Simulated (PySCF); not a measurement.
Gas-phase thermal properties of HCl

Energies from PySCF (xtb for GFN2), thermal terms from the rigid-rotor harmonic-oscillator model, ideal gas at 1 bar. 'Table' is the NASA 1993 thermochemical table (part measured, part estimated). 6-31G* has spherical d functions here. All species are closed-shell singlets. B3LYP is the form with VWN-RPA correlation. The harmonic model lacks anharmonicity and excited electronic states, which grow with temperature; levels with a mode under 35 cm⁻¹ are left out.

```json
[
 {"level": "table", "point group": "-", "σ": "-", "ZPE (kJ/mol)": "-", "S°298 (J/mol/K)": "186.9", "Cp298 (J/mol/K)": "29.1", "S°1000 (J/mol/K)": "222.9", "H1000 − H298 (kJ/mol)": "21.0"},
 {"level": "B3LYP/6-31G*", "point group": "C∞v", "σ": "1", "ZPE (kJ/mol)": "17.6", "S°298 (J/mol/K)": "186.9", "Cp298 (J/mol/K)": "29.1", "S°1000 (J/mol/K)": "222.8", "H1000 − H298 (kJ/mol)": "20.9"},
 {"level": "GFN2-xTB", "point group": "C∞v", "σ": "1", "ZPE (kJ/mol)": "15.0", "S°298 (J/mol/K)": "186.8", "Cp298 (J/mol/K)": "29.1", "S°1000 (J/mol/K)": "223.1", "H1000 − H298 (kJ/mol)": "21.3"},
 {"level": "HF/6-31G*", "point group": "C∞v", "σ": "1", "ZPE (kJ/mol)": "19.0", "S°298 (J/mol/K)": "186.6", "Cp298 (J/mol/K)": "29.1", "S°1000 (J/mol/K)": "222.3", "H1000 − H298 (kJ/mol)": "20.8"},
 {"level": "PBE/def2-SVP", "point group": "C∞v", "σ": "1", "ZPE (kJ/mol)": "17.4", "S°298 (J/mol/K)": "187.0", "Cp298 (J/mol/K)": "29.1", "S°1000 (J/mol/K)": "222.9", "H1000 − H298 (kJ/mol)": "21.0"},
 {"level": "PBE0/def2-TZVP", "point group": "C∞v", "σ": "1", "ZPE (kJ/mol)": "17.9", "S°298 (J/mol/K)": "186.8", "Cp298 (J/mol/K)": "29.1", "S°1000 (J/mol/K)": "222.6", "H1000 − H298 (kJ/mol)": "20.9"}
]
```
σ: rotational symmetry number. Electronic degeneracy used: 1. Frequencies are unscaled.
